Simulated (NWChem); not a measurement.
The numbers come from NWChem runs, not from measurements. System: P (+1), charge 1, spin multiplicity 3. Its SCF solution wasn't tested for a lower state. Level: URI-MP2/cc-pVTZ, 5 core orbitals frozen.

The NWChem input:

```
start mol
memory heap 200 mb stack 900 mb global 1100 mb
charge 1
geometry units angstroms nocenter noautoz
  P      0.000000     0.000000     0.000000
  symmetry group D2h
end
basis spherical
  * library cc-pvtz
end
basis "ri-mp2 basis" spherical
  * library cc-pvtz-ri
end
scf
  uhf
  nopen 2
  maxiter 100
  thresh 1e-7
  semidirect memsize 60000000 filesize 0
  # guess.movecs holds the orbitals of an unrestricted PBE0 run
  vectors input guess.movecs output mol.movecs
end
mp2
  freeze core 5
end
task rimp2 energy
```

Part of the output:

```
             Northwest Computational Chemistry Package (NWChem) 7.3.0
             --------------------------------------------------------

                                NWChem Input Module
                                -------------------

 Scaling coordinates for geometry "geometry" by  1.889725989
 (inverse scale =  0.529177249)

                             Geometry "geometry" -> ""
                             -------------------------

 Output coordinates in angstroms (scale by  1.889725989 to convert to a.u.)

  No.       Tag          Charge          X              Y              Z
 ---- ---------------- ---------- -------------- -------------- --------------
    1 P                   15.0000     0.00000000     0.00000000     0.00000000

 Effective nuclear repulsion energy (a.u.)       0.0000000000

            Nuclear Dipole moment (a.u.)
            ----------------------------
        X                 Y               Z
 ---------------- ---------------- ----------------
     0.0000000000     0.0000000000     0.0000000000

      Symmetry information
      --------------------

 Group name             D2h
 Group number             26
 Group order               8
 No. of unique centers     1

      Symmetry unique atoms

     1


 Summary of "ao basis" -> "" (spherical)
 ------------------------------------------------------------------------------
       Tag                 Description            Shells   Functions and Types
 ---------------- ------------------------------  ------  ---------------------
 *                          cc-pvtz                   on all atoms

 Summary of "ri-mp2 basis" -> "" (spherical)
 ------------------------------------------------------------------------------
       Tag                 Description            Shells   Functions and Types
 ---------------- ------------------------------  ------  ---------------------
 *                         cc-pvtz-ri                 on all atoms

 Summary of "ao basis" -> "ao basis" (spherical)
 ------------------------------------------------------------------------------
       Tag                 Description            Shells   Functions and Types
[...]
 RI-MP2 Calculation Information:
          Nr. of AO basis functions:         34
     Nr. of fitting basis functions:        122
               Nr. of MO spin cases:          2
        Nr. of MOs to be correlated:         29         29
     Nr. of occupied MOs correlated:          3          1
      Nr. of virtual MOs correlated:         26         28

          RI integral approximation: 'V'
    Threshold for Schwarz screening:  1.000E-09
 Smallest eigenvalue retained in fit  1.000E-08
    Type of storage for MO integrals 'EAF library'

 Transformation block size    3, requiring     1 integral passes.
 XForm_3cInts: Completed     1:    3 pass.
 Transformation block size    1, requiring     1 integral passes.
 XForm_3cInts: Completed     1:    1 pass.
 Energy evaluation using block sizes     3    3
 RIMP2_V_E2: Approx. ints. done (    1:    3,    1:    3)
 RIMP2_V_E2: Copy to B done (    1:    3,    1:    3)
 RIMP2_V_E2: Denominators done (    1:    3,    1:    3)
 RIMP2_V_E2: Completed block (    1:    3,    1:    3)
 RIMP2_V_E2: Approx. ints. done (    1:    3,    1:    1)
 RIMP2_V_E2: Copy to B done (    1:    3,    1:    1)
 RIMP2_V_E2: Denominators done (    1:    3,    1:    1)
 RIMP2_V_E2: Completed block (    1:    3,    1:    1)
 RIMP2_V_E2: Approx. ints. done (    1:    1,    1:    1)
 RIMP2_V_E2: Copy to B done (    1:    1,    1:    1)
 RIMP2_V_E2: Denominators done (    1:    1,    1:    1)
 RIMP2_V_E2: Completed block (    1:    1,    1:    1)

          -------------------------------------------
          SCF energy                -340.351924319596
          Correlation energy          -0.062429552377
          Total MP2 energy          -340.414353871973
          -------------------------------------------

 -----------------------
 Performance information
 -----------------------

 Timer overhead =  2.37D-07 seconds/call

               Nr. of calls         CPU time (s)                 Wall time (s)                GFlops
             ---------------    -------------------     ------------------------------   -------------------
Name         Min   Avg   Max    Min     Avg     Max     Min     Avg     Max   Mx/calls   Min     Max     Sum
Overall       1     1     1   0.66    0.66    0.66     0.66    0.66    0.66    0.66      0.0     0.0     0.0
3c integr     2     2     2   0.14    0.14    0.14     0.14    0.14    0.14    6.86E-2   0.0     0.0     0.0
Energy        1     1     1   2.64E-3 2.64E-3 2.64E-3  2.64E-3 2.64E-3 2.64E-3 2.64E-3   0.0     0.0     0.0
3c integr     2     2     2   0.14    0.14    0.14     0.14    0.14    0.14    6.75E-2   0.0     0.0     0.0
First 2/3     6     6     6   5.94E-4 5.94E-4 5.94E-4  5.94E-4 5.94E-4 5.94E-4 9.90E-5   0.0     0.0     0.0
Final 1/3     2     2     2   5.51E-4 5.51E-4 5.51E-4  5.51E-4 5.51E-4 5.51E-4 2.76E-4   0.0     0.0     0.0
Write 3c      2     2     2   4.07E-4 4.07E-4 4.07E-4  4.07E-4 4.07E-4 4.07E-4 2.03E-4   0.0     0.0     0.0
Read 3c i     3     3     3   1.03E-4 1.03E-4 1.03E-4  1.04E-4 1.04E-4 1.04E-4 3.45E-5   0.0     0.0     0.0
Fitting b     1     1     1   1.31E-2 1.31E-2 1.31E-2  1.31E-2 1.31E-2 1.31E-2 1.31E-2   0.0     0.0     0.0
Schwarz i     1     1     1   1.35E-2 1.35E-2 1.35E-2  1.35E-2 1.35E-2 1.35E-2 1.35E-2   0.0     0.0     0.0
Form 4ci      3     3     3   1.69E-4 1.69E-4 1.69E-4  1.70E-4 1.70E-4 1.70E-4 5.65E-5   0.0     0.0     0.0
Form A &      3     3     3   1.53E-3 1.53E-3 1.53E-3  1.53E-3 1.53E-3 1.53E-3 5.09E-4   0.0     0.0     0.0
Denominat     3     3     3   1.55E-5 1.55E-5 1.55E-5  1.55E-5 1.55E-5 1.55E-5 5.17E-6   0.0     0.0     0.0
Pair Ener     3     3     3   9.67E-5 9.67E-5 9.67E-5  9.67E-5 9.67E-5 9.67E-5 3.22E-5   0.0     0.0     0.0

 The average no. of pstat calls per process was 3.30D+01
 with a timing overhead of 7.82D-06s

 Task  times  cpu:        0.7s     wall:        0.7s

 Total times  cpu:        0.7s     wall:        0.7s
```
